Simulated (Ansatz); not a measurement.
# CHBCl (quartet): wB97M-V, B2PLYP, RPA-PBE over vertical spin and charge gaps and displaced geometries, cc-pVDZ

How well do these functionals follow the top wave-function level for CHBCl (quartet) over vertical spin and charge gaps and displaced geometries?

Method: cc-pVDZ, all electrons in the functionals, frozen cores in the correlation of double hybrids and RPA; program: Ansatz 0.2.0, Gaussian basis.

Plan: wB97M-V, B2PLYP, RPA-PBE, at charge 0, quartet; charge 0, doublet; charge 0, sextet; charge 1, triplet; charge 1, quintet; displaced geometry v1; displaced geometry v2.

26 further runs of the same task are left out: 9 that didn't finish, 17 set aside as unsound or not needed.

## 1. What is computed

The geometry is a PBE0/def2-TZVP stationary point (not a proven minimum).

4 atoms, charge 0, spin multiplicity 4.

Atoms are counted from 1 here; the program's logs count them from 0.

Bond lengths: B1–C2 1.477 Å, C2–Cl3 1.724 Å, C2–H4 1.088 Å. Angles: B1–C2–Cl3 123.8°, B1–C2–H4 126.9°, Cl3–C2–H4 109.3°.

No dispersion term is added; wB97M-V holds VV10 nonlocal correlation.

The geometry shown and the zero of energy belong to the point charge 0, quartet. The yardstick, UCCSDT(Q), and other wave-function levels (R restricted, U unrestricted, valence and pair active spaces) come from earlier runs.

## 2. wB97M-V, charge 0, quartet

File in.yaml:

```yaml
crystal:
  periodic: [false, false, false]
  atoms:
    - {symbol: B, position_ang: [0.000000, -0.449484, 1.928752]}
    - {symbol: C, position_ang: [0.000000, 0.465571, 0.769072]}
    - {symbol: Cl, position_ang: [0.000000, -0.064811, -0.871300]}
    - {symbol: H, position_ang: [0.000000, 1.552953, 0.795047]}
basis:
  gaussian: {orbitals: cc-pVDZ}
magnetization: {spin_polarized: true, initial_magnetization: 3}
hamiltonian: {xc: {name: wB97M-V}}
output: {orbitals: {seedname: orbitals}}
```

Launch:

```
ansatz run in.yaml --threads 1 --pin off --events-out ev --progress --plain --max-ram 2393MiB
```

Log, cut to the lines that bear on the results:

```text
Functional definition: wB97M-V
  name "wB97M-V"
  cite "Mardirossian & Head-Gordon, J. Chem. Phys. 144, 214110 (2016) doi:10.1063/1.4952647"
  cite "Becke, J. Chem. Phys. 107, 8554 (1997) doi:10.1063/1.475007"
  cite "Vydrov & Van Voorhis, J. Chem. Phys. 133, 244103 (2010) doi:10.1063/1.3521275"
  # Of w^i u^j: cxij and so on, Table III.
[...]
  gx(w, u) = 1 - cx + cx01*u + cx10*w
  gss(w, u) = css00 + css04*u^4 + css10*w + css20*w^2 + css43*w^4*u^3
  gos(w, u) = cos00 + cos10*w + (cos20 + cos21*u)*w^2 + (cos60 + cos61*u)*w^6
[...]
      + integral(e_c_pw_mod_opposite_spin*gos(b97_w_opposite, b97_u_opposite)) + vv10(b, c)
504 factors; integrals over basis functions are off by at most 1.3e-3 eV
144 factors; integrals over basis functions are off by at most 1.0e-5 eV
[...]
mean field -14244.87758958 eV, -523.4895958921 hartree, gradient 1.5e-5 eV, S^2 3.751663; 0 other end points of the search recorded, 0 dependent functions left out
reference -14244.87761873 eV, -523.4895969635 hartree; 16, 13 occupied and 35, 38 virtual orbitals, 504 factors
Total energy: -14244.87761873 eV, -523.4895969635 hartree
```

Wall time 4 s (1 thread of Intel Xeon Platinum 8488C, shared host).

From the report: ⟨S²⟩ of the determinant 3.752 (pure quartet: 3.75).

## 3. wB97M-V, charge 0, doublet

in.yaml: that of step 2 with these lines changed.

```diff
@@ -9,3 +9,3 @@
   gaussian: {orbitals: cc-pVDZ}
-magnetization: {spin_polarized: true, initial_magnetization: 3}
+magnetization: {spin_polarized: true, initial_magnetization: 1}
 hamiltonian: {xc: {name: wB97M-V}}
```

Launched as before.

Log, cut to the lines that bear on the results:

```text
Functional definition: wB97M-V
  name "wB97M-V"
  cite "Mardirossian & Head-Gordon, J. Chem. Phys. 144, 214110 (2016) doi:10.1063/1.4952647"
  cite "Becke, J. Chem. Phys. 107, 8554 (1997) doi:10.1063/1.475007"
  cite "Vydrov & Van Voorhis, J. Chem. Phys. 133, 244103 (2010) doi:10.1063/1.3521275"
  # Of w^i u^j: cxij and so on, Table III.
[...]
  gx(w, u) = 1 - cx + cx01*u + cx10*w
  gss(w, u) = css00 + css04*u^4 + css10*w + css20*w^2 + css43*w^4*u^3
  gos(w, u) = cos00 + cos10*w + (cos20 + cos21*u)*w^2 + (cos60 + cos61*u)*w^6
[...]
      + integral(e_c_pw_mod_opposite_spin*gos(b97_w_opposite, b97_u_opposite)) + vv10(b, c)
504 factors; integrals over basis functions are off by at most 1.3e-3 eV
144 factors; integrals over basis functions are off by at most 1.0e-5 eV
[...]
mean field -14246.09710136 eV, -523.5344121235 hartree, gradient 1.8e-6 eV, S^2 0.770673; 8 other end points of the search recorded, 0 dependent functions left out
reference -14246.09713110 eV, -523.5344132163 hartree; 15, 14 occupied and 36, 37 virtual orbitals, 504 factors
Total energy: -14246.09713110 eV, -523.5344132163 hartree
```

It took 19 s on 1 thread of Intel Xeon Platinum 8488C, shared host.

From the report: ⟨S²⟩ of the determinant 0.771 (pure doublet: 0.75).

From charge 0, quartet: -28.1 kcal/mol.

## 4. wB97M-V, charge 0, sextet

in.yaml: that of step 3 with these lines changed.

```diff
@@ -9,4 +9,4 @@
   gaussian: {orbitals: cc-pVDZ}
-magnetization: {spin_polarized: true, initial_magnetization: 1}
+magnetization: {spin_polarized: true, initial_magnetization: 5}
 hamiltonian: {xc: {name: wB97M-V}}
-output: {orbitals: {seedname: orbitals}}
+output: {forces: true, orbitals: {seedname: orbitals}}
```

The command is unchanged.

Log, cut to the lines that bear on the results:

```text
Functional definition: wB97M-V
  name "wB97M-V"
  cite "Mardirossian & Head-Gordon, J. Chem. Phys. 144, 214110 (2016) doi:10.1063/1.4952647"
  cite "Becke, J. Chem. Phys. 107, 8554 (1997) doi:10.1063/1.475007"
  cite "Vydrov & Van Voorhis, J. Chem. Phys. 133, 244103 (2010) doi:10.1063/1.3521275"
  # Of w^i u^j: cxij and so on, Table III.
[...]
  gx(w, u) = 1 - cx + cx01*u + cx10*w
  gss(w, u) = css00 + css04*u^4 + css10*w + css20*w^2 + css43*w^4*u^3
  gos(w, u) = cos00 + cos10*w + (cos20 + cos21*u)*w^2 + (cos60 + cos61*u)*w^6
[...]
      + integral(e_c_pw_mod_opposite_spin*gos(b97_w_opposite, b97_u_opposite)) + vv10(b, c)
504 factors; integrals over basis functions are off by at most 1.3e-3 eV
144 factors; integrals over basis functions are off by at most 1.0e-5 eV
[...]
mean field -14237.66025033 eV, -523.2243635671 hartree, gradient 6.7e-6 eV, S^2 8.753675; 2 other end points of the search recorded, 0 dependent functions left out
[...]
reference -14237.66027875 eV, -523.2243646114 hartree; 17, 12 occupied and 34, 39 virtual orbitals, 504 factors
Total energy: -14237.66027875 eV, -523.2243646114 hartree
Atom 0 at     0.000000    -0.449484     1.928752 Å, force    -0.000000    -2.777100     3.269954 eV/Å
Atom 1 at     0.000000     0.465571     0.769072 Å, force    -0.000000     2.358489    -1.254921 eV/Å
Atom 2 at     0.000000    -0.064811    -0.871300 Å, force     0.000000    -0.452330    -1.685884 eV/Å
Atom 3 at     0.000000     1.552953     0.795047 Å, force    -0.000000     0.870941    -0.329149 eV/Å
Dipole moment:     0.000000     0.485300    -1.068877 e Å
```

Run time: 6.5 s. Hardware: 1 thread of Intel Xeon Platinum 8488C, shared host.

From the report: ⟨S²⟩ of the determinant 8.754 (pure sextet: 8.75).

From charge 0, quartet: +166.4 kcal/mol.

## 5. wB97M-V, charge 1, triplet

in.yaml: that of step 4 with these lines changed.

```diff
@@ -9,4 +9,5 @@
   gaussian: {orbitals: cc-pVDZ}
-magnetization: {spin_polarized: true, initial_magnetization: 5}
+total_charge: 1
+magnetization: {spin_polarized: true, initial_magnetization: 2}
 hamiltonian: {xc: {name: wB97M-V}}
-output: {forces: true, orbitals: {seedname: orbitals}}
+output: {orbitals: {seedname: orbitals}}
```

Same command.

Log, cut to the lines that bear on the results:

```text
Functional definition: wB97M-V
  name "wB97M-V"
  cite "Mardirossian & Head-Gordon, J. Chem. Phys. 144, 214110 (2016) doi:10.1063/1.4952647"
  cite "Becke, J. Chem. Phys. 107, 8554 (1997) doi:10.1063/1.475007"
  cite "Vydrov & Van Voorhis, J. Chem. Phys. 133, 244103 (2010) doi:10.1063/1.3521275"
  # Of w^i u^j: cxij and so on, Table III.
[...]
  gx(w, u) = 1 - cx + cx01*u + cx10*w
  gss(w, u) = css00 + css04*u^4 + css10*w + css20*w^2 + css43*w^4*u^3
  gos(w, u) = cos00 + cos10*w + (cos20 + cos21*u)*w^2 + (cos60 + cos61*u)*w^6
[...]
      + integral(e_c_pw_mod_opposite_spin*gos(b97_w_opposite, b97_u_opposite)) + vv10(b, c)
504 factors; integrals over basis functions are off by at most 1.3e-3 eV
144 factors; integrals over basis functions are off by at most 1.0e-5 eV
[...]
mean field -14237.38301042 eV, -523.2141751880 hartree, gradient 5.7e-5 eV, S^2 2.003319; 0 other end points of the search recorded, 0 dependent functions left out
reference -14237.38303997 eV, -523.2141762741 hartree; 15, 13 occupied and 36, 38 virtual orbitals, 504 factors
Total energy: -14237.38303997 eV, -523.2141762741 hartree
```

It took 4 s on 1 thread of Intel Xeon Platinum 8488C, shared host.

From the report: ⟨S²⟩ of the determinant 2.003 (pure triplet: 2.00).

From charge 0, quartet: +172.8 kcal/mol.

## 6. wB97M-V, charge 1, quintet

in.yaml: that of step 5 with these lines changed.

```diff
@@ -10,4 +10,4 @@
 total_charge: 1
-magnetization: {spin_polarized: true, initial_magnetization: 2}
+magnetization: {spin_polarized: true, initial_magnetization: 4}
 hamiltonian: {xc: {name: wB97M-V}}
-output: {orbitals: {seedname: orbitals}}
+output: {forces: true, orbitals: {seedname: orbitals}}
```

Same command.

Log, cut to the lines that bear on the results:

```text
Functional definition: wB97M-V
  name "wB97M-V"
  cite "Mardirossian & Head-Gordon, J. Chem. Phys. 144, 214110 (2016) doi:10.1063/1.4952647"
  cite "Becke, J. Chem. Phys. 107, 8554 (1997) doi:10.1063/1.475007"
  cite "Vydrov & Van Voorhis, J. Chem. Phys. 133, 244103 (2010) doi:10.1063/1.3521275"
  # Of w^i u^j: cxij and so on, Table III.
[...]
  gx(w, u) = 1 - cx + cx01*u + cx10*w
  gss(w, u) = css00 + css04*u^4 + css10*w + css20*w^2 + css43*w^4*u^3
  gos(w, u) = cos00 + cos10*w + (cos20 + cos21*u)*w^2 + (cos60 + cos61*u)*w^6
[...]
      + integral(e_c_pw_mod_opposite_spin*gos(b97_w_opposite, b97_u_opposite)) + vv10(b, c)
504 factors; integrals over basis functions are off by at most 1.3e-3 eV
144 factors; integrals over basis functions are off by at most 1.0e-5 eV
[...]
mean field -14233.15710273 eV, -523.0588759449 hartree, gradient 3.6e-5 eV, S^2 6.003185; 1 other end points of the search recorded, 0 dependent functions left out
[...]
reference -14233.15713198 eV, -523.0588770199 hartree; 16, 12 occupied and 35, 39 virtual orbitals, 504 factors
Total energy: -14233.15713198 eV, -523.0588770199 hartree
Atom 0 at     0.000000    -0.449484     1.928752 Å, force    -0.000000    -0.224237     0.237255 eV/Å
Atom 1 at     0.000000     0.465571     0.769072 Å, force    -0.000000    -0.490982     1.613383 eV/Å
Atom 2 at     0.000000    -0.064811    -0.871300 Å, force     0.000000    -0.262899    -1.499654 eV/Å
Atom 3 at     0.000000     1.552953     0.795047 Å, force    -0.000000     0.978118    -0.350984 eV/Å
Dipole moment:     0.000000     0.168205     0.066415 e Å
```

Wall time 6.5 s (1 thread of Intel Xeon Platinum 8488C, shared host).

From the report: ⟨S²⟩ of the determinant 6.003 (pure quintet: 6.00).

From charge 0, quartet: +270.3 kcal/mol.

## 7. wB97M-V, displaced geometry v1

File in.yaml:

```yaml
crystal:
  periodic: [false, false, false]
  atoms:
    - {symbol: B, position_ang: [-0.027071, -0.471695, 1.963573]}
    - {symbol: C, position_ang: [-0.027904, 0.427217, 0.792740]}
    - {symbol: Cl, position_ang: [0.020060, -0.043855, -0.890245]}
    - {symbol: H, position_ang: [-0.082717, 1.511095, 0.805904]}
basis:
  gaussian: {orbitals: cc-pVDZ}
magnetization: {spin_polarized: true, initial_magnetization: 3}
hamiltonian: {xc: {name: wB97M-V}}
output: {forces: true, orbitals: {seedname: orbitals}}
```

The command is unchanged.

Log, cut to the lines that bear on the results:

```text
Functional definition: wB97M-V
  name "wB97M-V"
  cite "Mardirossian & Head-Gordon, J. Chem. Phys. 144, 214110 (2016) doi:10.1063/1.4952647"
  cite "Becke, J. Chem. Phys. 107, 8554 (1997) doi:10.1063/1.475007"
  cite "Vydrov & Van Voorhis, J. Chem. Phys. 133, 244103 (2010) doi:10.1063/1.3521275"
  # Of w^i u^j: cxij and so on, Table III.
[...]
  gx(w, u) = 1 - cx + cx01*u + cx10*w
  gss(w, u) = css00 + css04*u^4 + css10*w + css20*w^2 + css43*w^4*u^3
  gos(w, u) = cos00 + cos10*w + (cos20 + cos21*u)*w^2 + (cos60 + cos61*u)*w^6
[...]
      + integral(e_c_pw_mod_opposite_spin*gos(b97_w_opposite, b97_u_opposite)) + vv10(b, c)
504 factors; integrals over basis functions are off by at most 1.4e-3 eV
144 factors; integrals over basis functions are off by at most 1.1e-5 eV
[...]
mean field -14244.87039709 eV, -523.4893315732 hartree, gradient 1.4e-5 eV, S^2 3.751657; 0 other end points of the search recorded, 0 dependent functions left out
[...]
reference -14244.87042624 eV, -523.4893326443 hartree; 16, 13 occupied and 35, 38 virtual orbitals, 504 factors
Total energy: -14244.87042624 eV, -523.4893326443 hartree
Atom 0 at    -0.027071    -0.471695     1.963573 Å, force     0.031995    -0.246398     0.002435 eV/Å
Atom 1 at    -0.027904     0.427217     0.792740 Å, force    -0.062930     0.070602    -0.190155 eV/Å
Atom 2 at     0.020060    -0.043855    -0.890245 Å, force     0.024523    -0.228863     0.063838 eV/Å
Atom 3 at    -0.082717     1.511095     0.805904 Å, force     0.006412     0.404660     0.123882 eV/Å
Dipole moment:    -0.009598     0.206439    -0.001711 e Å
```

It took 6.5 s on 1 thread of Intel Xeon Platinum 8488C, shared host.

From the report: ⟨S²⟩ of the determinant 3.752 (pure quartet: 3.75).

From charge 0, quartet: +0.2 kcal/mol.

## 8. wB97M-V, displaced geometry v2

File in.yaml:

```yaml
crystal:
  periodic: [false, false, false]
  atoms:
    - {symbol: B, position_ang: [0.086270, -0.435449, 1.923994]}
    - {symbol: C, position_ang: [-0.078604, 0.487980, 0.775908]}
    - {symbol: Cl, position_ang: [-0.001984, -0.074826, -0.872644]}
    - {symbol: H, position_ang: [0.081125, 1.487668, 0.811917]}
basis:
  gaussian: {orbitals: cc-pVDZ}
magnetization: {spin_polarized: true, initial_magnetization: 3}
hamiltonian: {xc: {name: wB97M-V}}
output: {orbitals: {seedname: orbitals}}
```

Launched as before.

Log, cut to the lines that bear on the results:

```text
Functional definition: wB97M-V
  name "wB97M-V"
  cite "Mardirossian & Head-Gordon, J. Chem. Phys. 144, 214110 (2016) doi:10.1063/1.4952647"
  cite "Becke, J. Chem. Phys. 107, 8554 (1997) doi:10.1063/1.475007"
  cite "Vydrov & Van Voorhis, J. Chem. Phys. 133, 244103 (2010) doi:10.1063/1.3521275"
  # Of w^i u^j: cxij and so on, Table III.
[...]
  gx(w, u) = 1 - cx + cx01*u + cx10*w
  gss(w, u) = css00 + css04*u^4 + css10*w + css20*w^2 + css43*w^4*u^3
  gos(w, u) = cos00 + cos10*w + (cos20 + cos21*u)*w^2 + (cos60 + cos61*u)*w^6
[...]
      + integral(e_c_pw_mod_opposite_spin*gos(b97_w_opposite, b97_u_opposite)) + vv10(b, c)
503 factors; integrals over basis functions are off by at most 1.2e-3 eV
144 factors; integrals over basis functions are off by at most 9.9e-6 eV
[...]
mean field -14244.66694960 eV, -523.4818550157 hartree, gradient 5.2e-5 eV, S^2 3.751790; 0 other end points of the search recorded, 0 dependent functions left out
reference -14244.66697839 eV, -523.4818560737 hartree; 16, 13 occupied and 35, 38 virtual orbitals, 503 factors
Total energy: -14244.66697839 eV, -523.4818560737 hartree
```

Wall time 4.5 s (1 thread of Intel Xeon Platinum 8488C, shared host).

From the report: ⟨S²⟩ of the determinant 3.752 (pure quartet: 3.75).

From charge 0, quartet: +4.9 kcal/mol.

## 9. B2PLYP, charge 0, quartet

File in.yaml:

```yaml
crystal:
  periodic: [false, false, false]
  atoms:
    - {symbol: B, position_ang: [0.000000, -0.449484, 1.928752]}
    - {symbol: C, position_ang: [0.000000, 0.465571, 0.769072]}
    - {symbol: Cl, position_ang: [0.000000, -0.064811, -0.871300]}
    - {symbol: H, position_ang: [0.000000, 1.552953, 0.795047]}
basis:
  gaussian: {orbitals: cc-pVDZ}
magnetization: {spin_polarized: true, initial_magnetization: 3}
hamiltonian: {xc: {name: B2PLYP}}
correlation: {electrons: outside_noble_gas}
```

Same command.

Log, cut to the lines that bear on the results:

```text
Functional definition: B2PLYP
  name "B2PLYP"
  cite "Grimme, J. Chem. Phys. 124, 034108 (2006) doi:10.1063/1.2148954"
  cite "Becke, Phys. Rev. A 38, 3098 (1988) doi:10.1103/PhysRevA.38.3098"
  cite "Lee, Yang & Parr, Phys. Rev. B 37, 785 (1988) doi:10.1103/PhysRevB.37.785"
[...]
504 factors; integrals over basis functions are off by at most 1.3e-3 eV
[...]
mean field -14237.79880266 eV, -523.2294552710 hartree, gradient 7.7e-6 eV, S^2 3.753725; 0 other end points of the search recorded, 0 dependent functions left out
7 core orbitals not correlated: weight in the atoms' cores, before any rotation towards them, 1.000 or more for the frozen orbitals, at most 0.000 for the correlated occupied ones
reference -14237.79892610 eV, -523.2294598074 hartree; 9, 6 occupied and 35, 38 virtual orbitals, 504 factors
second order -9.70976131 eV of doubles, -0.00000000 eV of singles
Total energy: -14240.42056165 eV, -523.3258031370 hartree
```

Run time: 1.5 s. Hardware: 1 thread of Intel Xeon Platinum 8488C, shared host.

From the report: ⟨S²⟩ of the determinant 3.754 (pure quartet: 3.75).

## 10. B2PLYP, charge 0, doublet

in.yaml: that of step 9 with these lines changed.

```diff
@@ -9,3 +9,3 @@
   gaussian: {orbitals: cc-pVDZ}
-magnetization: {spin_polarized: true, initial_magnetization: 3}
+magnetization: {spin_polarized: true, initial_magnetization: 1}
 hamiltonian: {xc: {name: B2PLYP}}
```

Same command.

Log, cut to the lines that bear on the results:

```text
Functional definition: B2PLYP
  name "B2PLYP"
  cite "Grimme, J. Chem. Phys. 124, 034108 (2006) doi:10.1063/1.2148954"
  cite "Becke, Phys. Rev. A 38, 3098 (1988) doi:10.1103/PhysRevA.38.3098"
  cite "Lee, Yang & Parr, Phys. Rev. B 37, 785 (1988) doi:10.1103/PhysRevB.37.785"
[...]
504 factors; integrals over basis functions are off by at most 1.3e-3 eV
[...]
mean field -14238.72401796 eV, -523.2634563061 hartree, gradient 1.3e-6 eV, S^2 0.827186; 10 other end points of the search recorded, 0 dependent functions left out
7 core orbitals not correlated: weight in the atoms' cores, before any rotation towards them, 1.000 or more for the frozen orbitals, at most 0.000 for the correlated occupied ones
reference -14238.72414001 eV, -523.2634607914 hartree; 8, 7 occupied and 36, 37 virtual orbitals, 504 factors
second order -10.65855589 eV of doubles, -0.00000000 eV of singles
Total energy: -14241.60195010 eV, -523.3692183615 hartree
```

Run time: 8.5 s. Hardware: 1 thread of Intel Xeon Platinum 8488C, shared host.

From the report: ⟨S²⟩ of the determinant 0.827 (pure doublet: 0.75).

From charge 0, quartet: -27.2 kcal/mol.

## 11. B2PLYP, charge 0, sextet

in.yaml: that of step 10 with these lines changed.

```diff
@@ -9,3 +9,3 @@
   gaussian: {orbitals: cc-pVDZ}
-magnetization: {spin_polarized: true, initial_magnetization: 1}
+magnetization: {spin_polarized: true, initial_magnetization: 5}
 hamiltonian: {xc: {name: B2PLYP}}
```

The command is unchanged.

Log, cut to the lines that bear on the results:

```text
Functional definition: B2PLYP
  name "B2PLYP"
  cite "Grimme, J. Chem. Phys. 124, 034108 (2006) doi:10.1063/1.2148954"
  cite "Becke, Phys. Rev. A 38, 3098 (1988) doi:10.1103/PhysRevA.38.3098"
  cite "Lee, Yang & Parr, Phys. Rev. B 37, 785 (1988) doi:10.1103/PhysRevB.37.785"
[...]
504 factors; integrals over basis functions are off by at most 1.3e-3 eV
[...]
mean field -14230.81736650 eV, -522.9728922243 hartree, gradient 2.8e-6 eV, S^2 8.758756; 4 other end points of the search recorded, 0 dependent functions left out
7 core orbitals not correlated: weight in the atoms' cores, before any rotation towards them, 1.000 or more for the frozen orbitals, at most 0.000 for the correlated occupied ones
reference -14230.81749303 eV, -522.9728968744 hartree; 10, 5 occupied and 34, 39 virtual orbitals, 504 factors
second order -9.27776667 eV of doubles, -0.00000000 eV of singles
Total energy: -14233.32249003 eV, -523.0649538163 hartree
```

Run time: 2.4 s. Hardware: 1 thread of Intel Xeon Platinum 8488C, shared host.

From the report: ⟨S²⟩ of the determinant 8.759 (pure sextet: 8.75).

From charge 0, quartet: +163.7 kcal/mol.

## 12. B2PLYP, charge 1, triplet

in.yaml: that of step 11 with these lines changed.

```diff
@@ -9,3 +9,4 @@
   gaussian: {orbitals: cc-pVDZ}
-magnetization: {spin_polarized: true, initial_magnetization: 5}
+total_charge: 1
+magnetization: {spin_polarized: true, initial_magnetization: 2}
 hamiltonian: {xc: {name: B2PLYP}}
```

The command is unchanged.

Log, cut to the lines that bear on the results:

```text
Functional definition: B2PLYP
  name "B2PLYP"
  cite "Grimme, J. Chem. Phys. 124, 034108 (2006) doi:10.1063/1.2148954"
  cite "Becke, Phys. Rev. A 38, 3098 (1988) doi:10.1103/PhysRevA.38.3098"
  cite "Lee, Yang & Parr, Phys. Rev. B 37, 785 (1988) doi:10.1103/PhysRevB.37.785"
[...]
504 factors; integrals over basis functions are off by at most 1.3e-3 eV
[...]
mean field -14230.34473279 eV, -522.9555232559 hartree, gradient 1.8e-6 eV, S^2 2.004296; 0 other end points of the search recorded, 0 dependent functions left out
7 core orbitals not correlated: weight in the atoms' cores, before any rotation towards them, 1.000 or more for the frozen orbitals, at most 0.000 for the correlated occupied ones
reference -14230.34485813 eV, -522.9555278620 hartree; 8, 6 occupied and 36, 38 virtual orbitals, 504 factors
second order -9.69494121 eV of doubles, -0.00000000 eV of singles
Total energy: -14232.96249225 eV, -523.0517241419 hartree
```

Run time: 1.4 s. Hardware: 1 thread of Intel Xeon Platinum 8488C, shared host.

From the report: ⟨S²⟩ of the determinant 2.004 (pure triplet: 2.00).

From charge 0, quartet: +172.0 kcal/mol.

(Part 1 of 2 ends here.)
